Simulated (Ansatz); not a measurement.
A CCSD(T) single point on `CC(O)S`.

```yaml
crystal:
  periodic: [false, false, false]
  atoms:
    - {symbol: C, position_ang: [-0.819980, 0.539128, -0.149375]}
    - {symbol: C, position_ang: [0.176269, -0.586198, 0.033895]}
    - {symbol: O, position_ang: [0.866868, -0.480656, 1.258536]}
    - {symbol: S, position_ang: [1.384908, -0.681308, -1.303240]}
    - {symbol: H, position_ang: [-1.348823, 0.441310, -1.097707]}
    - {symbol: H, position_ang: [-1.560422, 0.526807, 0.658119]}
    - {symbol: H, position_ang: [-0.307869, 1.503740, -0.129020]}
    - {symbol: H, position_ang: [-0.340199, -1.554152, -0.034986]}
    - {symbol: H, position_ang: [0.215926, -0.346004, 1.955023]}
    - {symbol: H, position_ang: [1.816521, 0.586134, -1.188244]}
basis:
  gaussian: {orbitals: def2-SVP}
correlation: {method: ccsd_t}
```

```sh
$ ansatz run in.yaml --threads 2 --pin off --events-out ev --progress --plain --max-ram 4352MiB
```

Log, shortened:

```
Functional definition: HF
  name "HF"
  cite "Fock, Z. Phys. 61, 126 (1930) doi:10.1007/BF01340294"
  parent pbe
  exchange = exact_x
  correlation = 0
894 factors; integrals over basis functions are off by at most 1.5e-3 eV
mean field evaluation 1: about -15000.7590 eV, gradient 3.3e1 eV
mean field evaluation 2: about -15000.7643 eV, gradient 3.3e1 eV
mean field evaluation 4: about -15003.4146 eV, gradient 3.6e0 eV
mean field evaluation 8: about -15003.4564 eV, gradient 1.6e-4 eV
mean field -15003.45640640 eV, -551.3668532273 hartree, gradient 2.1e-6 eV, S^2 0.000000; 0 other end points of the search recorded, 0 dependent functions left out
8 core orbitals not correlated: weight in the atoms' cores, before any rotation towards them, 1.000 or more for the frozen orbitals, at most 0.000 for the correlated occupied ones
reference -15003.45640640 eV, -551.3668532273 hartree; 13, 13 occupied and 69, 69 virtual orbitals, 894 factors
second order -16.56370500 eV of doubles, -0.00000000 eV of singles
cycle   1  -17.34502592 eV  change   -7.8e-1 eV  update   8.2e-2
cycle   2  -17.77485511 eV  change   -4.3e-1 eV  update   2.4e-2
cycle   3  -17.85295631 eV  change   -7.8e-2 eV  update   1.0e-2
cycle   4  -17.85219685 eV  change    7.6e-4 eV  update   2.2e-3
cycle   5  -17.85277366 eV  change   -5.8e-4 eV  update   8.4e-4
cycle   6  -17.85287512 eV  change   -1.0e-4 eV  update   2.6e-4
cycle   7  -17.85274086 eV  change    1.3e-4 eV  update   9.9e-5
cycle   8  -17.85272009 eV  change    2.1e-5 eV  update   3.3e-5
cycle   9  -17.85271878 eV  change    1.3e-6 eV  update   1.0e-5
perturbative correction -0.48497826 eV, -0.0178226224 hartree
Total energy: -15021.79410344 eV, -552.0407511638 hartree
```

Run time 2.5 s (2 threads of an Intel Xeon 6975P-C on a shared host); peak host memory 0.34 GiB.

Correlation energy per correlated electron: -0.705 eV. T1 diagnostic: 0.0090.
